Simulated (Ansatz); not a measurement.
# CH2O+ (doublet): wave-function methods side by side, cc-pVDZ

An exercise on one series of results from a longer session: the logs are not shown, and one member is left open.

Method: cc-pVDZ, core rule «outside noble gas», up to 2 orbitals frozen; program: Ansatz 0.2.0, Gaussian basis.

The runs, in order: UHF; CCSD(T) on ROHF; CCSD(T) on UHF; BCCD(T) on ROHF; CISD; CCSDT(Q) on ROHF; CCSDT(Q) on UHF; CASSCF and MRCISD+Q, 11 electrons in 10 orbitals; CASSCF and NEVPT2, 11 electrons in 10 orbitals.

6 further runs of the same task are left out: 6 set aside as unsound or not needed.

## What is computed

The geometry is a PBE0/def2-TZVP stationary point (not a proven minimum) of the parent state, kept for this charge and spin.

4 atoms, charge 1, spin multiplicity 2.

Atoms are counted from 1 here; the program's logs count them from 0.

Bond lengths: O1–C2 1.195 Å, C2–H3 1.109 Å, C2–H4 1.109 Å. Angles: O1–C2–H3 122.0°, O1–C2–H4 122.0°, H3–C2–H4 115.9°.

The first run:

File in.yaml:

```yaml
crystal:
  periodic: [false, false, false]
  atoms:
    - {symbol: O, position_ang: [0.000000, 0.000000, 0.597913]}
    - {symbol: C, position_ang: [0.000000, 0.000000, -0.597504]}
    - {symbol: H, position_ang: [0.000000, -0.940035, -1.185490]}
    - {symbol: H, position_ang: [0.000000, 0.940035, -1.185490]}
basis:
  gaussian: {orbitals: cc-pVDZ}
total_charge: 1
magnetization: {spin_polarized: true, initial_magnetization: 1}
hamiltonian: {xc: hf}
output: {orbitals: {seedname: orbitals}}
```

Command:

```console
$ ansatz run in.yaml --threads 1 --pin off --events-out ev --progress --plain --max-ram 4096MiB --backend cpu
```

Among the steps run: UHF; CCSD(T) on ROHF; CCSD(T) on UHF; BCCD(T) on ROHF; CISD; CCSDT(Q) on ROHF; CCSDT(Q) on UHF; CASSCF and MRCISD+Q, 11 electrons in 10 orbitals; CASSCF and NEVPT2, 11 electrons in 10 orbitals.

One table of the session follows, with a row left open; its other results are not shown here.

It belongs to the step «Misses and costs». 

| method | from UCCSDT(Q) (kcal/mol) |
| --- | --- |
| ROHF | +195.26 |
| UHF | +190.57 |
| RMP2 | ? |
| UMP2 | +26.66 |
| CISD | +20.82 |
| RCCSD | +6.83 |
| UCCSD | +6.72 |
| RCCSD(T) | +1.11 |
| UCCSD(T) | +1.17 |
| BCCD(T) | +1.16 |
| RCCSDT | +0.54 |
| UCCSDT | +0.53 |
| RCCSDT(Q) | +0.06 |
| UCCSDT(Q) | 0 |
| CASSCF valence | +113.29 |
| NEVPT2 valence | +20.41 |
| MRCISD valence | +5.69 |
| MRCISD+Q valence | +0.68 |

Estimate the missing values for RMP2.

The run gave: from UCCSDT(Q) (kcal/mol): +26.96. In the column «from UCCSDT(Q) (kcal/mol)» it lies between UMP2 (+26.66) and CASSCF valence (+113.29).

Caveats from the session: Restricted and unrestricted rows rest on different reference determinants; where their highest levels disagree by more than a few hundredths of an eV, they describe different states and don't form one ladder.
